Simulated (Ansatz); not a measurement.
**BCl (triplet): RPA-PBE over vertical spin and charge gaps, cc-pVDZ**

Aim: run BCl (triplet) with these functionals over vertical spin and charge gaps, and hold them against the top wave-function level at the same points.

Method: cc-pVDZ, all electrons in the functionals, frozen cores in the correlation of double hybrids and RPA; program: Ansatz 0.2.0, Gaussian basis.

To be run: RPA-PBE, at charge 0, triplet; charge 0, singlet; charge 0, quintet; charge 1, doublet; charge 1, quartet.

7 further runs of the same task are left out: 3 for a known fault of the program, 4 set aside as unsound or not needed.

### 1 The geometry

The geometry is a PBE0/def2-TZVP stationary point (not a proven minimum).

2 atoms, charge 0, spin multiplicity 3.

Atoms are counted from 1 here; the program's logs count them from 0.

Bond lengths: B1–Cl2 1.697 Å.

As a file:

```
B     0.00000    0.00000    0.00000
Cl    0.00000    0.00000    1.69660
```

No dispersion term is added.

The geometry shown and the zero of energy belong to the point charge 0, triplet. The yardstick, UCCSDTQ, and other wave-function levels (R restricted, U unrestricted, valence and pair active spaces) come from earlier runs.

### 2 RPA-PBE, charge 0, triplet

Input file in.yaml:

```yaml
crystal:
  periodic: [false, false, false]
  atoms:
    - {symbol: B, position_ang: [0.000000, 0.000000, 0.000000]}
    - {symbol: Cl, position_ang: [0.000000, 0.000000, 1.696600]}
basis:
  gaussian: {orbitals: cc-pVDZ}
magnetization: {spin_polarized: true, initial_magnetization: 2}
hamiltonian: {xc: {name: PBE}}
correlation: {method: rpa, electrons: outside_noble_gas}
```

Started as:

```sh
$ ansatz run in.yaml --threads 1 --pin off --events-out ev --progress --plain --max-ram 2816MiB --backend cpu
```

Output:

```text
Functional definition: PBE
  name "PBE"
  cite "Perdew, Burke & Ernzerhof, Phys. Rev. Lett. 77, 3865 (1996) doi:10.1103/PhysRevLett.77.3865"
  parent pbe
  parameter kappa = 0.804
  parameter beta = 0.06672455060314922
  exchange = pbe_x(kappa = kappa, mu = beta*pi^2/3)
  correlation = pbe_c(beta = beta)
329 factors; integrals over basis functions are off by at most 8.4e-4 eV
mean field evaluation 1: about -13188.0027 eV, gradient 8.6e0 eV
mean field evaluation 2: about -13188.0015 eV, gradient 8.6e0 eV
mean field evaluation 4: about -13188.6094 eV, gradient 2.2e0 eV
mean field evaluation 8: about -13188.6397 eV, gradient 1.7e-2 eV
mean field evaluation 16: about -13188.5995 eV, gradient 2.0e0 eV
mean field -13188.63974060 eV, -484.6735708861 hartree, gradient 2.7e-6 eV, S^2 2.005699; 2 other end points of the search recorded, 0 dependent functions left out
6 core orbitals not correlated: weight in the atoms' cores, before any rotation towards them, 1.000 or more for the frozen orbitals, at most 0.000 for the correlated occupied ones
reference -13172.13958884 eV, -484.0672014930 hartree; 6, 4 occupied and 20, 22 virtual orbitals, 329 factors
Total energy: -13180.33238207 eV, -484.3682810910 hartree
```

It took 0.61 s on 1 thread of AMD EPYC 7R13, shared host.

From the report: ⟨S²⟩ of the determinant 2.006 (pure triplet: 2.00).

### 3 RPA-PBE, charge 0, singlet

Edit in.yaml of step 2 so:

```diff
@@ -7,3 +7,3 @@
   gaussian: {orbitals: cc-pVDZ}
-magnetization: {spin_polarized: true, initial_magnetization: 2}
+magnetization: {spin_polarized: true, initial_magnetization: 0}
 hamiltonian: {xc: {name: PBE}}
```

The command is unchanged.

Output, cut to the lines that bear on the results:

```text
Functional definition: PBE
  name "PBE"
  cite "Perdew, Burke & Ernzerhof, Phys. Rev. Lett. 77, 3865 (1996) doi:10.1103/PhysRevLett.77.3865"
  parent pbe
[...]
329 factors; integrals over basis functions are off by at most 8.4e-4 eV
[...]
mean field -13190.86990079 eV, -484.7555277612 hartree, gradient 7.6e-7 eV, S^2 0.000000; 2 other end points of the search recorded, 0 dependent functions left out
6 core orbitals not correlated: weight in the atoms' cores, before any rotation towards them, 1.000 or more for the frozen orbitals, at most 0.000 for the correlated occupied ones
reference -13173.63170410 eV, -484.1220357175 hartree; 5, 5 occupied and 21, 21 virtual orbitals, 329 factors
Total energy: -13182.97849401 eV, -484.4655239112 hartree
```

Run time: 0.52 s. Hardware: 1 thread of AMD EPYC 7R13, shared host.

From the report: ⟨S²⟩ of the determinant 0.000 (pure singlet: 0.00).

From charge 0, triplet: -2.646 eV.

### 4 RPA-PBE, charge 0, quintet

Edit in.yaml of step 3 so:

```diff
@@ -7,3 +7,3 @@
   gaussian: {orbitals: cc-pVDZ}
-magnetization: {spin_polarized: true, initial_magnetization: 0}
+magnetization: {spin_polarized: true, initial_magnetization: 4}
 hamiltonian: {xc: {name: PBE}}
```

Same command.

Output, cut to the lines that bear on the results:

```text
Functional definition: PBE
  name "PBE"
  cite "Perdew, Burke & Ernzerhof, Phys. Rev. Lett. 77, 3865 (1996) doi:10.1103/PhysRevLett.77.3865"
  parent pbe
[...]
329 factors; integrals over basis functions are off by at most 8.4e-4 eV
[...]
mean field -13182.44951052 eV, -484.4460841265 hartree, gradient 2.3e-6 eV, S^2 6.002749; 2 other end points of the search recorded, 0 dependent functions left out
6 core orbitals not correlated: weight in the atoms' cores, before any rotation towards them, 1.000 or more for the frozen orbitals, at most 0.000 for the correlated occupied ones
reference -13166.99985527 eV, -483.8783197682 hartree; 7, 3 occupied and 19, 23 virtual orbitals, 329 factors
Total energy: -13174.35547781 eV, -484.1486339108 hartree
```

Wall time 0.54 s (1 thread of AMD EPYC 7R13, shared host).

From the report: ⟨S²⟩ of the determinant 6.003 (pure quintet: 6.00).

From charge 0, triplet: +5.977 eV.

### 5 RPA-PBE, charge 1, doublet

Edit in.yaml of step 4 so:

```diff
@@ -7,3 +7,4 @@
   gaussian: {orbitals: cc-pVDZ}
-magnetization: {spin_polarized: true, initial_magnetization: 4}
+total_charge: 1
+magnetization: {spin_polarized: true, initial_magnetization: 1}
 hamiltonian: {xc: {name: PBE}}
```

Launched as before.

Output, cut to the lines that bear on the results:

```text
Functional definition: PBE
  name "PBE"
  cite "Perdew, Burke & Ernzerhof, Phys. Rev. Lett. 77, 3865 (1996) doi:10.1103/PhysRevLett.77.3865"
  parent pbe
[...]
329 factors; integrals over basis functions are off by at most 8.4e-4 eV
[...]
mean field -13181.07580857 eV, -484.3956015107 hartree, gradient 5.6e-6 eV, S^2 0.759388; 0 other end points of the search recorded, 0 dependent functions left out
6 core orbitals not correlated: weight in the atoms' cores, before any rotation towards them, 1.000 or more for the frozen orbitals, at most 0.000 for the correlated occupied ones
reference -13164.56293442 eV, -483.7887645786 hartree; 5, 4 occupied and 21, 22 virtual orbitals, 329 factors
Total energy: -13172.94836429 eV, -484.0969234424 hartree
```

Run time: 0.67 s. Hardware: 1 thread of AMD EPYC 7R13, shared host.

From the report: ⟨S²⟩ of the determinant 0.759 (pure doublet: 0.75).

From charge 0, triplet: +7.384 eV.

### 6 RPA-PBE, charge 1, quartet

Edit in.yaml of step 5 so:

```diff
@@ -8,3 +8,3 @@
 total_charge: 1
-magnetization: {spin_polarized: true, initial_magnetization: 1}
+magnetization: {spin_polarized: true, initial_magnetization: 3}
 hamiltonian: {xc: {name: PBE}}
```

Launched as before.

Output, cut to the lines that bear on the results:

```text
Functional definition: PBE
  name "PBE"
  cite "Perdew, Burke & Ernzerhof, Phys. Rev. Lett. 77, 3865 (1996) doi:10.1103/PhysRevLett.77.3865"
  parent pbe
[...]
329 factors; integrals over basis functions are off by at most 8.4e-4 eV
[...]
mean field -13175.49207683 eV, -484.1904031543 hartree, gradient 7.8e-6 eV, S^2 3.753553; 9 other end points of the search recorded, 0 dependent functions left out
6 core orbitals not correlated: weight in the atoms' cores, before any rotation towards them, 1.000 or more for the frozen orbitals, at most 0.000 for the correlated occupied ones
reference -13160.40759841 eV, -483.6360587967 hartree; 6, 3 occupied and 20, 23 virtual orbitals, 329 factors
Total energy: -13167.54403433 eV, -483.8983179797 hartree
```

Run time: 1.5 s. Hardware: 1 thread of AMD EPYC 7R13, shared host.

From the report: ⟨S²⟩ of the determinant 3.754 (pure quartet: 3.75).

From charge 0, triplet: +12.788 eV.

### 7 The comparison

The yardstick is UCCSDTQ, where the cluster series has nearly closed. It comes from earlier runs at the same points. Energies in eV, counted from charge 0, triplet; blanks weren't run or aren't comparable.

| level | triplet to singlet | triplet to quintet | ionisation to the doublet cation | ionisation to the quartet cation |
| --- | --- | --- | --- | --- |
| UCCSDTQ | -2.554 | 5.979 | 7.283 |  |
| RPA-PBE | -2.646 | 5.977 | 7.384 | 12.788 |

Largest miss and mean time a point (UCCSDTQ took 21 s a point; shared hosts):

| level | largest miss (eV) | where | time a point |
| --- | --- | --- | --- |
| RPA-PBE | +0.101 | ionisation to the doublet cation | 0.77 s |

### 8 What came out

| quantity | value |
| --- | --- |
| triplet to singlet, UCCSDTQ | -2.554 eV |
| triplet to quintet, UCCSDTQ | 5.979 eV |
| ionisation to the doublet cation, UCCSDTQ | 7.283 eV |
| largest miss, RPA-PBE | +0.101 eV (ionisation to the doublet cation) |

In words: Misses are known at 3 of 4 points at best, and only functionals with that many are ranked. RPA-PBE strays by up to 0.101 eV, at ionisation to the doublet cation. Functionals and the yardstick converge differently with the basis, so part of each miss in cc-pVDZ is the basis. The program flags that the yardstick's amplitudes may have other solutions at some points.
